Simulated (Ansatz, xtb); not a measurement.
# Ranking isomers of CH4BO−

4 gas-phase structures of CH4BO−, found in a search over its isomers (lower ones may exist). Each was relaxed with GFN2-xTB:

A. `[BH3-]C=O`, a singlet
B. `C=[BH-]O`, a singlet
C. `[BH2-]1CO1`, a singlet
D. a singlet given by its coordinates

D (Å):

```json
{"atom": "C", "x (Å)": "1.0422", "y (Å)": "0.2985", "z (Å)": "0.4551"}
{"atom": "B", "x (Å)": "1.1224", "y (Å)": "1.3717", "z (Å)": "-0.8159"}
{"atom": "O", "x (Å)": "0.2531", "y (Å)": "1.5362", "z (Å)": "-1.7204"}
{"atom": "H", "x (Å)": "1.1168", "y (Å)": "0.8205", "z (Å)": "1.4138"}
{"atom": "H", "x (Å)": "0.1147", "y (Å)": "-0.2782", "z (Å)": "0.4653"}
{"atom": "H", "x (Å)": "1.8726", "y (Å)": "-0.4131", "z (Å)": "0.4165"}
{"atom": "H", "x (Å)": "2.2174", "y (Å)": "2.0254", "z (Å)": "-0.7510"}
```

Close contacts (Å): C1–B2 1.67, B2–O3 1.27, C1–H4 1.09, C1–H5 1.09, C1–H6 1.09, B2–H7 1.28.

Which do you expect lowest at r2SCAN-D4/def2-SVPD, and how would the others follow?

Calculated order at r2SCAN-D4/def2-SVPD: D (0.0), B (19.4), A (32.5), C (36.2) kcal/mol.

Energies above the lowest of each column, in kcal/mol; the last columns are at PBE0-D3(BJ)/def2-SVPD geometries and were run for some of them only (a dash: not run or not comparable):

| structure | GFN2-xTB | HF/STO-3G | r2SCAN-D4/def2-SVPD | PBE0-D3(BJ)/def2-SVPD | CCSD(T)/def2-SVPD + ΔMP2/def2-TZVPPD |
| --- | --- | --- | --- | --- | --- |
| D | 0.0 | 0.0 | 0.0 | 0.0 | 0.0 |
| B | 34.2 | 24.2 | 19.4 | 18.8 | 16.9 |
| A | 25.1 | 13.2 | 32.5 | 32.4 | 33.8 |
| C | 15.0 | 2.2 | 36.2 | – | – |

Every level run on D puts it lowest or level with the lowest. Flexible structures stand in one conformer each, not always the lowest. Frequencies (PBE0-D3(BJ)/def2-SVPD) were run for A, B, D alone. ΔMP2 is the change of the MP2 energy from the smaller to the larger basis.

Over these structures GFN2-xTB departs from r2SCAN-D4/def2-SVPD by 10.8 kcal/mol on average once a common shift is removed. A GFN2-xTB relaxation took about 0.098 s and the r2SCAN-D4/def2-SVPD energy about 2.1 s on a shared host (Ansatz 0.2.0, xtb 6.7.1).
